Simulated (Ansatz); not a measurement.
## Worked example: correlation energy of GeH2⁻, doublet

Geometry: a point of a stretch scan, not a stationary point.

```yaml
atoms:
  - { symbol: Ge, position_ang: [0.0000, -0.0322, -0.0015] }
  - { symbol: H, position_ang: [0.0000, 1.1066, -1.1599] }
  - { symbol: H, position_ang: [0.0000, 1.2129, 1.2651] }
```

Basis aug-cc-pVDZ; Ansatz 0.2.0. Correlated methods freeze the noble-gas cores and the filled d shells of p-block atoms, which leaves 7 electrons in 40 orbitals. Prefix R: restricted or restricted open-shell reference. No spin–orbit coupling is included, and no scalar relativity.

Full CI isn't at hand for all of this; RCCSDTQ serves as the reference, and is uncertain by the last step of the cluster series or more.

RCCSD has a T1 diagnostic of 0.020 and a largest doubles amplitude of 0.06.

Runs differ by some tens of microhartree through their thresholds and, for an open shell, their frozen cores, so steps under 0.03 kcal/mol mean nothing.

```csv
level,total energy (hartree)
RHF,-2076.459579
RMP2,-2076.564734
RCCSD,-2076.590593
RCCSD(T),-2076.594636
RCCSDT,-2076.595528
RCCSDT(Q),-2076.595690
RCCSDTQ,-2076.595722
```

Question: What is the correlation energy at RCCSDTQ, and what share of it do RMP2 and RCCSD recover?

Answer: E(corr) = -2076.595722 − (-2076.459579) = -0.136143 hartree = -3.705 eV. RMP2: -0.105155 / -0.136143 = 77.24 %. RCCSD: -0.131014 / -0.136143 = 96.23 %.

Question: By how many kcal/mol does RCCSD(T) miss RCCSDTQ (1 hartree = 627.509 kcal/mol), and which steps make up the rest?

Answer: -2076.594636 − (-2076.595722) = 0.001086 hartree = 0.68 kcal/mol. Steps: RCCSDT − RCCSD(T) = -0.56, RCCSDT(Q) − RCCSDT = -0.10, RCCSDTQ − RCCSDT(Q) = -0.02 kcal/mol. That is within 1 kcal/mol of the reference in this basis, which itself misses far more of the correlation at the basis-set limit.
